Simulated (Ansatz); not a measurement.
# P3: the cost of one run

Method: def2-QZVPP, core rule «outside noble gas», up to 15 orbitals frozen; program: Ansatz 0.2.0, Gaussian basis.

To be run: UHF; ROHF; CCSD(T) on UHF.

9 further runs of the same task are left out: 1 that didn't finish, 8 set aside as unsound or not needed.

## Step 1: The system

The geometry is a PBE0/def2-TZVP stationary point (not a proven minimum).

3 atoms, charge 0, spin multiplicity 4.

Atoms are counted from 1 here; the program's logs count them from 0.

Bond lengths: P1–P2 2.056 Å, P2–P3 2.056 Å. Angles: P1–P2–P3 107.7°.

## Step 2: UHF

File in.yaml:

```yaml
crystal:
  periodic: [false, false, false]
  atoms:
    - {symbol: P, position_ang: [0.000000, -0.404315, 1.659704]}
    - {symbol: P, position_ang: [0.000000, 0.808631, 0.000000]}
    - {symbol: P, position_ang: [0.000000, -0.404315, -1.659704]}
basis:
  gaussian: {orbitals: "def2-QZVPP.json"}
magnetization: {spin_polarized: true, initial_magnetization: 3}
hamiltonian: {xc: hf}
output: {orbitals: {seedname: orbitals}}
```

On the command line:

```console
ansatz run in.yaml --threads 1 --pin off --events-out ev --progress --plain --max-ram 2393MiB
```

**Question.** How long does this run take on 1 thread of Arm Neoverse V2, shared host, and how much memory does it need?

About 15 s, with a peak of 0.58 GiB.
